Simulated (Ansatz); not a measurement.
## Bismuth, A7 rhombohedral: convergence with Gaussian smearing

Computed with Ansatz, r²SCAN, scalar-relativistic PAW, on the relaxed cell (a = 4.535 Å, c = 12.350 Å (c/a = 2.724); spin not included). Errors count from a run at 500 eV on a Γ-centred 14×14×14 mesh with Fermi-Dirac smearing of 0.1 eV, extrapolated to zero width. Fixed here: cutoff 500 eV, mesh 9×9×9. The SCF starts from atomic densities corrected by a trained network.

```tsv
width (eV)	E(σ→0) error (meV/atom)	F error (meV/atom)	P (GPa)	SCF iterations
0.01	-3.9	-3.9	0.01	6
0.03	-3.9	-3.9	0.01	6
0.1	-3.9	-4.2	0.01	7
0.2	-3.9	-4.9	0.01	7
0.3	-3.8	-6.1	0.01	7
0.6	3.5	-17.4	0.07	7
1.0	27.3	-69.0	0.36	6
```
